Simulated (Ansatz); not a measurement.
Two shapes of doublet NO2.

Shape 1:

```xyz
3

N     0.0000    0.0000   -0.3148
O     0.0000    1.0929    0.1377
O     0.0000   -1.0929    0.1377
```

Shape 2:

```xyz
3

N    -0.0496   -0.0014   -0.3088
O     0.0135    1.0454    0.1458
O    -0.0122   -1.0447    0.1424
```

Basis set: 6-31G* (spherical functions). Left uncorrelated: 3 orbitals. Charge 0, multiplicity 2.

Computed with Ansatz (development build ahead of 0.2.0); each method stands on the lowest determinant of its kind that the runs found.

(1) Which shape is lower in energy, and by how much in each method?

## Answers

(1)

```
 method  E(2) − E(1) (eV)
    UHF             0.059
UHF-MP2             0.494
```

Shape 1 is lower.
